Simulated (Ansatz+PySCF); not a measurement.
**singlet C₂H₄O₂: levels of theory in one basis**

```xyz
8

C     0.0000   -0.9285   -0.0654
O     0.0000   -0.9156    1.1316
O     0.0000    0.1455   -0.8496
C     0.0000    1.3995   -0.1837
H     0.0000   -1.8418   -0.6966
H     0.0000    2.1653   -0.9678
H    -0.8920    1.5055    0.4514
H     0.8920    1.5055    0.4514
```

Basis set: def2-SVP (spherical functions). Frozen core: 4 orbitals. Charge 0, multiplicity 1.

Computed with Ansatz (development build ahead of 0.2.0); each method stands on the lowest determinant of its kind that the runs found. NEVPT2 correlates all electrons. Active spaces start from the frontier orbitals, and the lowest solution found is given.

| method | E − E(RHF) (eV) | <S²> of the determinant |
| --- | --- | --- |
| RHF | 0.00 | 0.00 |
| RHF-MP2 | -17.28 | – |
| RHF-CCSD(T) | -18.56 | – |
| CASSCF(2,2) | -0.76 | – |
| SC-NEVPT2(2,2) | -17.51 | – |

Task: What does RHF-CCSD give on the same scale?

Result: -18.02 eV.

Task: Is a single determinant a sound starting point here?

Result: By this sign, yes. Unrestricted orbitals gain 0.00 eV and <S²> is 0.00 against 0.00 for a pure state. The CASSCF(2,2) natural occupations are 1.94, 0.06.

Caution for CASSCF(2,2): other starts end on other solutions of this active space.
